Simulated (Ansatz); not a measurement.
Born–Oppenheimer molecular dynamics of C$_{2}$H$_{6}$O (9 atoms, charge 0, multiplicity 1). It starts at the highest image of a converged band, a first-order saddle point between two minima.

These are results of UKS PBE-D4/def2-SVP (Ansatz 0.2.0), not measurements.

```yaml
ensemble: NVE (velocity Verlet)
time_step: 0.5 fs
steps_asked: 200
starting_velocities_drawn_for: 100 K
seed: 2682
```

First frame:

```xyz
9
Properties=species:S:1:pos:R:3
C -0.537 0.549 -0.412
C 0.283 -0.666 0.001
O 1.059 -0.452 1.171
H -1.126 0.349 -1.330
H 0.122 1.419 -0.620
H -1.250 0.838 0.389
H 0.959 -0.959 -0.838
H -0.399 -1.535 0.168
H 0.890 0.457 1.471
```

(1) How far do the bonds stretch over the last three quarters of this one trajectory? (Pairs bonded in most of those frames.)

## Answers

(1) 
```json
{"bond": "C1–C2", "mean (Å)": "1.525", "spread (Å)": "0.008", "shortest": "1.51", "longest": "1.54"}
{"bond": "C1–H4", "mean (Å)": "1.111", "spread (Å)": "0.015", "shortest": "1.09", "longest": "1.13"}
{"bond": "C1–H5", "mean (Å)": "1.113", "spread (Å)": "0.021", "shortest": "1.08", "longest": "1.15"}
{"bond": "C1–H6", "mean (Å)": "1.111", "spread (Å)": "0.016", "shortest": "1.09", "longest": "1.13"}
{"bond": "C2–O3", "mean (Å)": "1.421", "spread (Å)": "0.008", "shortest": "1.41", "longest": "1.43"}
{"bond": "C2–H7", "mean (Å)": "1.118", "spread (Å)": "0.004", "shortest": "1.11", "longest": "1.12"}
{"bond": "C2–H8", "mean (Å)": "1.114", "spread (Å)": "0.009", "shortest": "1.10", "longest": "1.13"}
{"bond": "O3–H9", "mean (Å)": "0.975", "spread (Å)": "0.016", "shortest": "0.95", "longest": "1.00"}
```

Mean temperature of the second half: 90 K. The conserved energy stayed within 0.13 meV per atom of its start (net change 0.073 meV per atom), so the integration is sound. A run of 0.1 ps of so small a system gives no equilibrium averages. The orbitals stay closed-shell, which can raise the energy where a bond breaks towards radicals; this wasn't checked here.

Run time: 4.5 min on 2 threads of Arm Neoverse V1, with other jobs on the host, peak memory 0.14 GiB.
